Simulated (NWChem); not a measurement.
# One shape, several levels: [BSiNH7]− (SMILES [BH3-]N[SiH3])

Aim: a comparison of 4 runs (HF/STO-3G, HF/3-21G, B3LYP/6-31G*) of [BSiNH7]−. 

Program for the calculation: NWChem 7.3.0.

### Step 1. The molecule

The species is [BSiNH7]− (10 atoms), meant as a singlet with charge -1. SMILES: `[BH3-]N[SiH3]`. The coordinates come from a GFN2-xTB relaxation.

Bond lengths: B1–N2 1.566 Å, N2–Si3 1.674 Å, B1–H4 1.223 Å, B1–H5 1.215 Å, B1–H6 1.229 Å, N2–H7 1.009 Å, Si3–H8 1.494 Å, Si3–H9 1.478 Å, Si3–H10 1.497 Å. Some angles: B1–N2–Si3 126.7°, B1–N2–H7 110.3°, Si3–N2–H7 116.5°, N2–B1–H4 108.3°, N2–B1–H5 109.0°, N2–B1–H6 109.7°, N2–Si3–H8 108.1°, N2–Si3–H9 111.9°, N2–Si3–H10 121.6°, H4–B1–H5 110.6°.

### Step 2. Energy and gradient at HF/STO-3G (run 1)

The input, bh7nsi.xyz:

```xyz
10
BH7NSi
B     -0.793150     0.869830    -0.924190
N      0.010570    -0.395850    -0.473620
Si     0.646720    -0.688680     1.046850
H     -1.530790     0.547840    -1.845470
H     -1.439730     1.284740     0.017350
H     -0.014500     1.739080    -1.310270
H      0.515080    -0.786550    -1.255720
H      1.373650    -1.992680     1.003330
H     -0.411740    -0.814970     2.071310
H      1.643890     0.237240     1.670420
```

The input, bh7nsi.nw:

```
start bh7nsi
title "BH7NSi"
memory stack 880 mb heap 220 mb global 1100 mb
charge -1
geometry noautosym nocenter noautoz
  load format xyz bh7nsi.xyz
end
basis spherical bse
  * library STO-3G
end
scf
  thresh 1e-08
  maxiter 80
end
task scf gradient
```

Run with:

```
$ nwchem bh7nsi.nw > bh7nsi.out
```

The program printed:

```text
[...]
  functions       =    26
[...]
  wavefunction    = RHF
[...]
         Total SCF energy =   -367.683580677813
      One-electron energy =   -728.954669465490
      Two-electron energy =    254.682993133090
 Nuclear repulsion energy =    106.588095654587
        Time for solution =      1.1s
[...]
                         RHF ENERGY GRADIENTS
    atom               coordinates                        gradient
                 x          y          z           x          y          z
   1 B      -1.498836   1.643740  -1.746466    0.002870  -0.010025   0.003480
   2 N       0.019974  -0.748048  -0.895012    0.025590  -0.016068   0.016431
   3 Si      1.222124  -1.301416   1.978260   -0.025277   0.019857  -0.041220
   4 H      -2.892774   1.035267  -3.487433   -0.013422  -0.009362  -0.018005
   5 H      -2.720695   2.427807   0.032787   -0.010870   0.006021   0.017172
   6 H      -0.027401   3.286385  -2.476051    0.018174   0.014009  -0.007181
   7 H       0.973360  -1.486364  -2.372967   -0.013180   0.007819   0.002418
   8 H       2.595822  -3.765619   1.896019    0.014759  -0.026278  -0.005365
   9 H      -0.778076  -1.540070   3.914208   -0.019477  -0.002316   0.017159
  10 H       3.106502   0.448319   3.156636    0.020834   0.016343   0.015111
[...]
```

Run time: 2.4 s. Hardware: 1 thread of AMD EPYC 7R13 (Zen 3), shared host; peak memory 0.099 GiB.

### Step 3. Energy and gradient at HF/3-21G (run 2)

The input, nw.nw:

```
start nw
title "BH7NSi gradient"
memory 2200 mb
charge -1

geometry units bohr noautosym nocenter noautoz
  B   -1.49883628   1.64374047  -1.74646599
  N    0.01997441  -0.74804809  -0.89501209
  Si   1.22212368  -1.30141659   1.97825979
  H   -2.89277385   1.03526756  -3.48743287
  H   -2.72069539   2.42780674   0.03278675
  H   -0.02740103   3.28638491  -2.47605145
  H    0.97336013  -1.48636408  -2.37296689
  H    2.59582229  -3.76561945   1.89601891
  H   -0.77807583  -1.54007010   3.91420862
  H    3.10650188   0.44831863   3.15663631
end

basis spherical bse
  * library 3-21G
end

scf
  thresh 1e-08
  maxiter 80
  noprint "final vectors analysis"
end

task scf gradient
```

Run with:

```
$ nwchem nw.nw > nw.out
```

The program printed:

```text
[...]
  functions       =    45
[...]
  wavefunction    = RHF
[...]
         Total SCF energy =   -370.142967612322
      One-electron energy =   -728.513507192247
      Two-electron energy =    251.782451562339
 Nuclear repulsion energy =    106.588088017586
        Time for solution =      1.1s
[...]
                         RHF ENERGY GRADIENTS
    atom               coordinates                        gradient
                 x          y          z           x          y          z
   1 B      -1.498836   1.643740  -1.746466    0.000439   0.001887   0.002904
   2 N       0.019974  -0.748048  -0.895012   -0.004737   0.001284   0.031490
   3 Si      1.222124  -1.301417   1.978260   -0.002810   0.005056  -0.018888
   4 H      -2.892774   1.035268  -3.487433    0.005967  -0.002172   0.005100
   5 H      -2.720695   2.427807   0.032787    0.005691  -0.005020  -0.006454
   6 H      -0.027401   3.286385  -2.476051   -0.001235  -0.008430   0.002664
   7 H       0.973360  -1.486364  -2.372967    0.002676   0.002845  -0.002074
   8 H       2.595822  -3.765619   1.896019   -0.004705   0.007012  -0.003820
   9 H      -0.778076  -1.540070   3.914209    0.003739   0.001876  -0.008700
  10 H       3.106502   0.448319   3.156636   -0.005024  -0.004338  -0.002221
[...]
```

It took 2.6 s on 1 thread of AMD EPYC 7R13 (Zen 3), shared host; peak memory 0.096 GiB.

### Step 4. Energy and forces at B3LYP/6-31G(d) (spherical functions) (run 3)

bh7nsi.xyz: that of step 2 with these lines changed.

```diff
@@ -1,3 +1,3 @@
 10
-BH7NSi
+BH7NSi B3LYP
 B     -0.793150     0.869830    -0.924190
```

The input, bh7nsi.nw:

```
START bh7nsi
TITLE "BH7NSi B3LYP"
memory 2200 mb
charge -1

GEOMETRY noautosym nocenter noautoz
 load bh7nsi.xyz
END

BASIS spherical bse
 B library 6-31G*
 N library 6-31G*
 Si library 6-31G*
 H library 6-31G*
END

DFT
 xc b3lyp
 grid xfine
 convergence energy 1e-08
 iterations 100
 mulliken
END

TASK dft gradient
```

Run with:

```
$ nwchem bh7nsi.nw > bh7nsi.out
```

The program printed:

```text
[...]
          Wavefunction type:  closed shell.
          No. of atoms     :    10
          No. of electrons :    34
[...]
          Charge           :    -1
          Spin multiplicity:     1
[...]
          AO basis - number of functions:    60
[...]
              XC Information
              --------------
                         B3LYP Method XC Potential
                     Hartree-Fock (Exact) Exchange  0.200
                        Slater Exchange Functional  0.800 local
                    Becke 1988 Exchange Functional  0.720 non-local
              Lee-Yang-Parr Correlation Functional  0.810
                  VWN I RPA Correlation Functional  0.190 local
[...]
 d= 0,ls=0.0,diis     1   -373.2408184963 -4.80D+02  2.25D-02  6.03D-01     2.9
[...]
 d= 0,ls=0.0,diis     8   -373.3446681440 -3.03D-09  6.93D-06  2.06D-07    17.8
         Total DFT energy =     -373.344668144002
      One electron energy =     -731.615577639225
           Coulomb energy =      286.541940002146
    Exchange-Corr. energy =      -34.859126161510
 Nuclear repulsion energy =      106.588095654587
[...]
      Total Density - Mulliken Population Analysis
     ---------------------------------------------
    Atom       Charge   Shell Charges
 -----------   ------   -------------------------------------------------------
    1 B    5     4.93   2.00  0.51  1.54  0.25  0.57  0.06
    2 N    7     7.67   2.00  0.78  2.52  0.81  1.55  0.02
    3 Si  14    13.62   2.00  2.00  5.96  0.94  1.81  0.24  0.43  0.24
    4 H    1     1.20   0.52  0.68
    5 H    1     1.19   0.52  0.66
    6 H    1     1.21   0.52  0.68
    7 H    1     0.74   0.52  0.22
    8 H    1     1.16   0.52  0.64
    9 H    1     1.13   0.52  0.61
   10 H    1     1.16   0.52  0.64
[...]
  wavefunction    = closed shell
[...]
```

It took 25 s on 1 thread of AMD EPYC 7R13 (Zen 3), shared host; peak memory 0.14 GiB.

### Step 5. Energy and gradient at B3LYP/6-31G(d) (Cartesian functions) (run 4)

bh7nsi.xyz is that of step 4.

The input, run.py:

```python
from ase.io import read
from ase.calculators.nwchem import NWChem

molecule = read('bh7nsi.xyz')

calc = NWChem(
    label='bh7nsi',
    theory='dft',
    memory='2200 mb',
    basis='6-31G*',
    charge=-1,
    dft={'xc': 'b3lyp', 'mult': '1', 'grid': 'xfine', 'convergence': 'energy 1e-08', 'iterations': '100', 'mulliken': None},
)
molecule.calc = calc

forces = molecule.get_forces()
print(f"energy = {molecule.get_potential_energy():.6f} eV")
print("forces (eV/A):")
for s, f in zip(molecule.symbols, forces):
    print(f"{s:2s} {f[0]:10.5f} {f[1]:10.5f} {f[2]:10.5f}")
print("dipole (e A):", molecule.get_dipole_moment().round(4))
```

Run with:

```
$ export ASE_NWCHEM_COMMAND="nwchem PREFIX.nwi > PREFIX.nwo"
$ python run.py
```

The program printed:

```text
energy = -10159.314770 eV
forces (eV/A):
B     0.18059   -0.01183   -0.06983
N    -0.18270   -0.03533   -0.33275
Si   -0.03949   -0.15679   -0.24981
H    -0.25999    0.01311   -0.23418
H    -0.24677    0.17026    0.32221
H     0.06227    0.31640   -0.12166
H     0.24251   -0.22456   -0.07718
H     0.21592   -0.30606    0.15817
H    -0.21968   -0.01671    0.39713
H     0.24729    0.25156    0.20790
dipole (e A): [ 0.5173 -0.4957  0.2855]
```

The calculator wrote bh7nsi.nwi:

```
title "bh7nsi"

permanent_dir bh7nsi

scratch_dir bh7nsi

start bh7nsi

geometry units angstrom nocenter noautosym noautoz
  B  -7.9315000000000002e-01 8.6982999999999999e-01 -9.2418999999999996e-01
  N  1.0570000000000000e-02 -3.9584999999999998e-01 -4.7361999999999999e-01
  Si 6.4671999999999996e-01 -6.8867999999999996e-01 1.0468500000000001e+00
  H  -1.5307900000000001e+00 5.4783999999999999e-01 -1.8454699999999999e+00
  H  -1.4397300000000000e+00 1.2847400000000000e+00 1.7350000000000001e-02
  H  -1.4500000000000001e-02 1.7390800000000000e+00 -1.3102700000000000e+00
  H  5.1507999999999998e-01 -7.8654999999999997e-01 -1.2557199999999999e+00
  H  1.3736500000000000e+00 -1.9926800000000000e+00 1.0033300000000001e+00
  H  -4.1173999999999999e-01 -8.1496999999999997e-01 2.0713100000000000e+00
  H  1.6438900000000001e+00 2.3724000000000001e-01 1.6704200000000000e+00
end

charge -1

memory 2200 mb

basis noprint
   * library 6-31G*
end

dft
  xc b3lyp
  mult 1
  grid xfine
  convergence energy 1e-08
  iterations 100
  mulliken
end

task dft gradient
```

bh7nsi.nwo:

```text
Northwest Computational Chemistry Package (NWChem) 7.3.0
             --------------------------------------------------------

           Job information
           ---------------

    nwchem branch   = 7.3.0
    use scalapack   = T
    input           = bh7nsi.nwi
    prefix          = bh7nsi.
    data base       = bh7nsi/bh7nsi.db
    status          = startup
    nproc           =        1

           Memory information
           ------------------

[... 5 lines left out ...]
    hardfail = no
[... 109 lines left out ...]
  convergence criterion.
[... 43 lines left out ...]
          Spatial weights used:  Erf1
[... 34 lines left out ...]
 1-e energy   =    -743.460340
[... 43 lines left out ...]
           Coulomb energy =      286.446666799138
[... 512 lines left out ...]
          Convergence on density requested:  1.00D-05
[... 29 lines left out ...]
          total energy or number of iterations.
[... 36 lines left out ...]
                 ----------------------------------------
                 |  Time  |  1-e(secs)   |  2-e(secs)   |
                 ----------------------------------------
                 |  CPU   |       0.00   |       2.34   |
                 ----------------------------------------
                 |  WALL  |       0.00   |       2.34   |
                 ----------------------------------------

 Task  times  cpu:       23.8s     wall:       23.8s
 Total times  cpu:       23.8s     wall:       23.8s
```

Wall time 26 s (1 thread of AMD EPYC 7R13 (Zen 3), shared host); peak memory 0.15 GiB.

### Step 6. The series

```tsv
run	level	iteration cap	module	energy (Eh)	HOMO energy (eV)	LUMO energy (eV)	HOMO–LUMO gap (eV)	wall time
1	HF/STO-3G	80	scf	-367.683581	-0.35	18.79	19.14	2.4 s
2	HF/3-21G	80	scf	-370.142968	–	–	–	2.6 s
3	B3LYP/6-31G* (spherical functions)	100	dft	-373.344668	-0.23	5.50	5.73	25 s
4	B3LYP/6-31G* (Cartesian functions)	100	dft	-373.347935	-0.23	5.48	5.70	26 s
```

### Step 7. Results

```
                                                    quantity          value
                                         run 4: total energy  -373.34793 Eh
                                          run 4: HOMO energy       -0.23 eV
                                          run 4: LUMO energy        5.48 eV
run 4: HOMO–LUMO gap (to an unbound level, set by the basis)        5.70 eV
                             run 4: largest force on an atom     0.454 eV/Å
```

In words: Over runs 1, 3, 4 the HOMO–LUMO gap runs from 5.70 eV (B3LYP/6-31G*) to 19.14 eV (HF/STO-3G). The two ends differ in method and basis. The empty levels of an anion lie above zero and hang on the basis. In run 1 the basis is minimal, so the values are rough. All runs together took 55 s, the longest 26 s.
